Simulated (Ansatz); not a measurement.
System: rutile CrO₂. Method: PBEsol in Ansatz (plane waves, PAW).

Numerical settings: plane-wave cutoff 500 eV, 10×10×14 k mesh (along the axes of the cell as run), Fermi–Dirac smearing 0.05 eV, magnetic order afm, spin-polarised with opposed moments, scalar-relativistic PAW data made under PBE.

Cell (relaxed at this level):

```cif
data_Cr2O4
_chemical_formula_sum 'Cr2 O4'
_space_group_name_H-M_alt 'P 1'
_space_group_IT_number 1
_cell_length_a 4.41415
_cell_length_b 4.41415
_cell_length_c 2.85505
_cell_angle_alpha 90.000
_cell_angle_beta 90.000
_cell_angle_gamma 90.000
loop_
_space_group_symop_operation_xyz
  'x, y, z'
loop_
_atom_site_label
_atom_site_type_symbol
_atom_site_fract_x
_atom_site_fract_y
_atom_site_fract_z
_atom_site_occupancy
Cr1 Cr 0.00000 0.00000 0.00000 1
Cr2 Cr 0.50000 0.50000 0.50000 1
O1 O 0.30445 0.30445 0.00000 1
O2 O 0.69555 0.69555 0.00000 1
O3 O 0.19555 0.80445 0.50000 1
O4 O 0.80445 0.19555 0.50000 1
```

Give the computed magnetic moment (largest site, within a sphere).


magnetic moment (largest site, within a sphere): 1.45 μB

Moments are spin moments.

It cost about 10 core-minutes (a rough figure) of CPU time.

Ansatz is an electronic-structure program.
